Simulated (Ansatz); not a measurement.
System: rock-salt EuS. Method: rVV10 (plane waves, PAW; Ansatz, a quantum-chemistry and plane-wave program).

Numerical settings: plane-wave cutoff 520 eV, 10×10×10 k mesh, Fermi–Dirac smearing 0.01 eV, spin-polarised with parallel moments, scalar-relativistic PAW data made under PBE.

Computed at the level's own relaxed cell.

Give the computed equilibrium volume per atom, bulk modulus B0, lattice parameter a and magnetic moment (largest site, within a sphere).


- equilibrium volume per atom: 25.08 Å³/atom
- bulk modulus B0: 56.1 GPa
- lattice parameter a: 5.854 Å
- magnetic moment (largest site, within a sphere): 6.70 μB

The run finds no gap.

Measured, for comparison: equilibrium volume per atom 26.60 Å³/atom, bulk modulus 61.5 ± 0.5 GPa (room temperature, not corrected to a static lattice; as tabulated in Sci. Rep., doi 10.1038/s41598-022-05321-9); lattice constant a 5.97 ± 0.02 Å (room temperature, not corrected to a static lattice, our sources range from 5.956 to 5.970; as tabulated in Sci. Rep., doi 10.1038/s41598-022-05321-9). Computed (rounded) less measured: equilibrium volume per atom -5.7 %, bulk modulus -9 %, lattice constant a -1.9 % (-1.7 % to -1.9 % over the range). A static lattice is as a rule a little smaller and stiffer than an uncorrected measurement, which narrows the difference in the lattice constant a and would widen misses of the other sign.

Note: the gap of the solid is closed in this run; the 4f shell is treated without U or exact exchange, so its levels and filling can be wrong; this level leaves the solid without a gap, although one is measured.

Moments are spin moments.

Spin–orbit coupling is not included; it can open a gap where bands touch, and shift volumes and moduli.

The computed numbers hold no vibrational or temperature effects.
